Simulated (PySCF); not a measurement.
## Heteronuclear NMR

Bonds (- single, = double, # triple, : aromatic): B1=O2 1.198 Å. B1 carries H3.

Computed data (PySCF 2.14): shielding tensors at B97-2/pcSseg-2 (GIAO), coordinates at the PBE0-D3(BJ)/def2-TZVP level. Gas phase, non-relativistic, one computed conformer.

(1) Predict the ¹¹B NMR data.

(2) Where does ¹⁷O resonate?

## Answers

(1) 
| atoms | environment | σ (ppm) | δ (ppm) |
| --- | --- | --- | --- |
| B1 | boron bonded to O, H | 87.4 | 12.8 |

Shieldings were converted by a linear fit to measured shifts: ¹¹B (scatter 2.4 ppm rms, 9.8 ppm with the 3 outliers that the fit left out vs BF3·OEt2, solution or neat liquid). Occasional misses reach two or three times the rms, and more in compound classes unlike the fitted ones.

On a 400 MHz spectrometer ¹¹B resonates near 128.3 MHz, so 1 ppm is 128.3 Hz.

(2) 
```csv
atoms,environment,σ (ppm),δ (ppm)
O2,oxygen bonded to B,45.0,231.4
```

Shieldings were converted by a linear fit to measured shifts: ¹⁷O (scatter 12.2 ppm rms vs liquid water, solution or neat liquid). A few per cent of atoms miss by over 2 rms, more outside the fitted compound classes.

On a 400 MHz spectrometer ¹⁷O resonates near 54.2 MHz, so 1 ppm is 54.2 Hz.
